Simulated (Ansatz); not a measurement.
Graphite

Method: PBE (Ansatz, an electronic-structure program, plane waves, PAW).

Run with plane-wave cutoff 500 eV, 18×18×6 k mesh (along the axes of the cell as run), Fermi–Dirac smearing 0.05 eV, scalar-relativistic PAW data made under PBE.

Cell: relaxed at this level.

```yaml
volume_per_atom: 11.44 Å³/atom
lattice_parameter_a: 2.467 Å
lattice_parameter_c: 8.686 Å
```

Measured, for comparison: lattice constant a 2.461 Å (300 K, not corrected to a static lattice, our sources range from 2.456 to 2.461; as tabulated in Wikipedia's data pages); lattice parameter c 6.67 Å (low temperature, zero-point motion not removed; as tabulated in Berland et al. (2010), arXiv:1007.3305). Computed (rounded) less measured: lattice constant a +0.2 % (+0.2 % to +0.4 % over the range), lattice parameter c +30.2 %.

Note: the cell comes from a level without a dispersion term, which matters for the spacing of layers, chains or molecules.

Computed values are for the static lattice.

Cost on a shared machine: roughly 2.2 core-minutes.
